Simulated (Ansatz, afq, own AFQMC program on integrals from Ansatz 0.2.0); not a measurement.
## Pt, triplet: AFQMC among the cluster methods

A free Pt atom.

Basis def2-TZVPP with its core potentials. Noble-gas cores (and the filled d shells of Ga–Kr and In–Xe) are frozen. Ansatz 0.2.0 and our own AFQMC program on the same integrals; the CISD trial comes from CCSD amplitudes, and released means the phaseless constraint is let go. Uncertainties: one standard error, sampling alone. No spin–orbit coupling. The metal's outer-core s and p shells are frozen, which shifts wave-function levels against functionals.

Determinant: UHF, the one that the program's search chose, which needn't be the lowest solution.

No full CI on the walks' own integrals is used here; CCSDT(Q) serves as the reference and is uncertain by about the last step of the cluster series.

Cautions: no spin-orbit coupling; outer-core shells of the metal frozen; the released energies are still falling, so no released level is given (meV from the phaseless value at times in 1/Eh: -6.0 ± 2.5 at 0.24, -11.2 ± 2.3 at 0.50, -14 ± 3 at 1.00, -17 ± 3 at 1.50), though the last usable value meets CCSDT(Q) within the noise; the ph-AFQMC/CISD walk drifts between its halves (2.9 errors).

```
T1 diagnostic                               : 0.0131
weight of the determinant in the CISD state : 0.919
⟨S²⟩ of the determinant                     : 2.004
size of the correlated space                : 10 electrons in 52 orbitals
```

```tsv
level	correlation energy (eV)
MP2	-8.2446
CCSD	-7.7929
CCSD(T)	-8.1083
```

(1) Estimate where phaseless AFQMC with the Hartree–Fock trial lies against CCSD(T) on the same integrals.

(1) 8.5 ± 1.7 kJ/mol above CCSD(T).

Reference: CCSDT(Q), correlation energy -8.100 eV.

```
        level  E − E(reference) (kJ/mol)  share of correlation (%)
      CCSD(T)                       -0.8                    100.10
        CCSDT                        0.4                     99.94
  ph-AFQMC/HF                  7.7 ± 1.7                     99.02
ph-AFQMC/CISD                  1.8 ± 0.3                     99.76
```

A walk keeps the symmetry of its determinant, which the program's search chose and which needn't be the lowest solution, so a lower state of the same spin and another symmetry isn't excluded.
